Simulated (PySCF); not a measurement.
**HLi: calculation against experiment**

**The experiment to reproduce.**

From Liu, Meijer, Perez-Rios, Phys. Chem. Chem. Phys. 22 (2020) 24191, for the gas: dipole moment 5.882 D.

The results are set against them at the end.

Species: HLi.
SMILES with atom numbers: `[LiH:1]` (hydrogens: H2 on Li1)

Cartesian coordinates in Å at the PBE0/6-31+G* level; atoms count from 1:
```xyz
2
LiH angstrom
Li     0.8163   -0.0030   -0.0027
H     -0.8136    0.0043   -0.0115
```

The PySCF runs (gas phase, on this PBE0/6-31+G* geometry; no spin–orbit coupling):

```json
{"level": "PBE0/6-31+G*, grid level 1", "job": "geometry optimisation from a GFN2-xTB start", "basis functions": "20", "wall time": "0.51 s"}
```

Hardware: an Arm Neoverse V2 with one thread, on a shared host.

All basis functions are spherical.

## Comparison

**Dipole moment.** Measured: 5.882 D (Liu, Meijer, Perez-Rios, Phys. Chem. Chem. Phys. 22 (2020) 24191).

| level | computed (D) | computed − measured (D) | % (from the printed values) |
| --- | --- | --- | --- |
| PBE0/6-31+G* | 5.704 | -0.178 | -3 |

The computed dipoles belong to one fixed geometry; measured ones are averaged over vibrations unless marked μe. Magnitudes are compared, not signs.

No measured geometry was used, and the causes of the misses weren't examined.
